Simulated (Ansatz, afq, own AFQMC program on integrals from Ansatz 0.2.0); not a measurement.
SiH4, singlet in 6-31G along one coordinate

```xyz
5

Si    0.0000    0.0000    0.0000
H     0.8558    0.8587    0.8568
H    -0.8596   -0.8544    0.8574
H    -0.8547    0.8555   -0.8611
H     0.8584   -0.8599   -0.8531
```

All coordinates are scaled about the centre. Energies in kJ/mol count from this geometry (1.000) at the same level; the start stands on RHF, each point on the determinant named.

Basis 6-31G. Noble-gas cores (and the filled d shells of Ga–Kr and In–Xe) are frozen. Ansatz 0.2.0 and our own AFQMC program on the same integrals; the CISD trial comes from CCSD amplitudes, and released means the phaseless constraint is let go. Error bars are statistical, one sigma.

Cautions, each for one point or more: (T) is large; CCSDT(Q) on the RHF determinant differs, perhaps since the unrestricted series falls towards higher spin; an unrestricted solution with more broken spin lies lower; cluster runs in doubt by the program's own checks; restricted determinant unstable towards unrestricted; strong correlation; the next higher spin lies close; unrestricted determinant spin contaminated; walk and cluster series may follow different spin states.

```json
{"scale of all distances": "0.883", "det.": "RHF", "T1": "0.008", "weight": "0.95", "⟨S²⟩": "pure", "CCSD(T)": "179.4", "ph-AFQMC/CISD": "179.7 ± 0.1", "released AFQMC": "179.6 ± 0.05", "FCI": "179.7", "CCSDT(Q)": "179.7", "CCSD": "178.9", "r2SCAN": "161.7"}
{"scale of all distances": "1.104", "det.": "RHF", "T1": "0.009", "weight": "0.92", "⟨S²⟩": "pure", "CCSD(T)": "37.2", "ph-AFQMC/CISD": "36.9 ± 0.1", "released AFQMC": "36.7 ± 0.07", "FCI": "36.7", "CCSDT(Q)": "36.8", "CCSD": "38.1", "r2SCAN": "52.1"}
{"scale of all distances": "1.291", "det.": "RHF", "T1": "0.012", "weight": "0.87", "⟨S²⟩": "pure", "CCSD(T)": "286.6", "ph-AFQMC/CISD": "284.5 ± 0.4", "released AFQMC": "284.1 ± 0.2", "FCI": "284.0", "CCSDT(Q)": "284.1", "CCSD": "291.1", "r2SCAN": "329.0"}
{"scale of all distances": "1.477", "det.": "RHF", "T1": "0.017", "weight": "0.79", "⟨S²⟩": "pure", "CCSD(T)": "571.1", "ph-AFQMC/CISD": "569.6 ± 0.7", "released AFQMC": "–", "FCI": "562.9", "CCSDT(Q)": "563.4", "CCSD": "584.6", "r2SCAN": "650.0"}
{"scale of all distances": "1.775", "det.": "UHF‡", "T1": "0.154", "weight": "0.42", "⟨S²⟩": "2.40", "CCSD(T)": "895.1", "ph-AFQMC/CISD": "890.9 ± 0.8", "released AFQMC": "–", "FCI": "871.0", "CCSDT(Q)": "–", "CCSD": "907.4", "r2SCAN": "1022.1§"}
{"scale of all distances": "2.388", "det.": "UHF", "T1": "0.026", "weight": "0.84", "⟨S²⟩": "2.94", "CCSD(T)": "1074.0", "ph-AFQMC/CISD": "1071.0 ± 0.2", "released AFQMC": "–", "FCI": "1065.5", "CCSDT(Q)": "1071.8", "CCSD": "1073.2", "r2SCAN": "1221.9§"}
```

Weight is that of the determinant in the CISD state; at the start T1 is 0.008 and the weight 0.94. A double dagger marks points where the walks on two determinants ended up to 28.4 kJ/mol apart; the lower is shown. Symmetry can't show for every point that it stays on the start's state. A dash marks a missing value, a released energy that hasn't settled or a functional that sits on another state. § marks a functional whose ⟨S²⟩ is too high by over 0.1. Largest departures from full CI: CCSD(T) 24.2 kJ/mol at 1.775 (on UHF), ph-AFQMC/CISD 20.0 kJ/mol at 1.775 (on UHF), released AFQMC 0.1 kJ/mol at 1.291 (on RHF) (within the noise), CCSDT(Q) 6.3 kJ/mol at 2.388 (on UHF), CCSD 36.4 kJ/mol at 1.775 (on UHF), r2SCAN 87.1 kJ/mol at 1.477. Functionals count only at points shown to share the start's state and spin. In this small basis the wave-function levels are far from their limit, so their gap to the functionals isn't the functionals' error.

Some points may be missing: those where a free walk finds a much lower state, and past Zn most of those on another determinant than at the start.

CCSDT and higher add their correlation energy to the determinant of the CCSD(T) run, since their own runs factorise the integrals more tightly (a shift of under 2 meV). A walk keeps the symmetry of its determinant, which the program's search chose and which needn't be the lowest solution, so a lower state of the same spin and another symmetry isn't excluded. Released energies are given only where the last usable release times agree within the noise; a slower fall can still hide under it.
